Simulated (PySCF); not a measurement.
**Gas-phase thermal properties of CH**

Energies from PySCF (xtb for GFN2), thermal terms from the rigid-rotor harmonic-oscillator model, ideal gas at 1 bar. The comparison is the NASA 1993 polynomial table, which mixes measured and estimated data. 6-31G* has spherical d functions here. Open shells (unrestricted): CH (multiplicity 2, electronic degeneracy 4). GFN2 has no spin-polarisation term. Spin-orbit splitting is ignored; it lowers the true energy and changes the entropy of CH. B3LYP is the form with VWN-RPA correlation. The harmonic model lacks anharmonicity and excited electronic states, which grow with temperature; levels with a mode under 35 cm⁻¹ are left out. The table's entry may be an old estimate for CH (not checked at source). Warning, spin contamination: CH (PBE/def2-SVP, PBE0/def2-TZVP).

```
level           point group  σ  ZPE (kJ/mol)  S°298 (J/mol/K)  Cp298 (J/mol/K)  S°1000 (J/mol/K)  H1000 − H298 (kJ/mol)
--------------  -----------  -  ------------  ---------------  ---------------  ----------------  ---------------------
table                     -  -             -            183.0             29.2             219.3                   21.2
B3LYP/6-31G*            C∞v  1          16.8            183.0             29.1             219.0                   21.0
GFN2-xTB                C∞v  1          16.5            182.8             29.1             218.8                   21.1
PBE/def2-SVP            C∞v  1          16.4            183.2             29.1             219.2                   21.1
PBE0/def2-TZVP          C∞v  1          17.1            182.9             29.1             218.8                   21.0
```
σ: rotational symmetry number. Electronic degeneracy used: 4. Frequencies are unscaled.
